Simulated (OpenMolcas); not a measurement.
## A ladder of methods for SiHCl2 (SMILES Cl[SiH]Cl)

SiHCl2 has 4 atoms, charge 0, and is taken as a doublet. SMILES: `Cl[SiH]Cl`. Geometry: relaxed at PBE0-D4/def2-TZVP.

```xyz
4

Cl   -1.6466    0.1778    0.8894
Si    0.1876   -0.4142    0.2000
Cl    0.2509   -0.2813   -1.8417
H     1.2082    0.5177    0.7524
```

Quantity: the energy change with the Si2–Cl3 bond stretched from 2.047 to 5.117 Å, in eV. The values are calculated.

```tsv
level	kind	program	value (eV)	less FCI/STO-3G	CPU time (all runs)
ROHF/STO-3G	Hartree–Fock	OpenMolcas	3.14	+0.03	4.5 s
U-r2SCAN/STO-3G	meta-GGA	OpenMolcas	3.78	+0.67	48 s
UB3LYP/STO-3G	global hybrid	OpenMolcas	3.64	+0.53	32 s
CASSCF(3,3)/STO-3G	multireference	OpenMolcas	3.00	-0.11	5.2 s
FCI/STO-3G	exact in the basis	OpenMolcas	3.11	0.00	2.2 min
```

FCI/STO-3G is exact within its basis and frozen core, so for wave-function methods in that basis the difference is their error; functionals converge differently with the basis, so for them it is only a difference. The first shape isn't each level's own minimum. The values span 3.00 to 3.78 eV. All rows use very small basis sets, so even the best lies far from the true value. CPU times are rough (shared hosts, several kinds of processor): they show what a rung costs within a factor of a few.
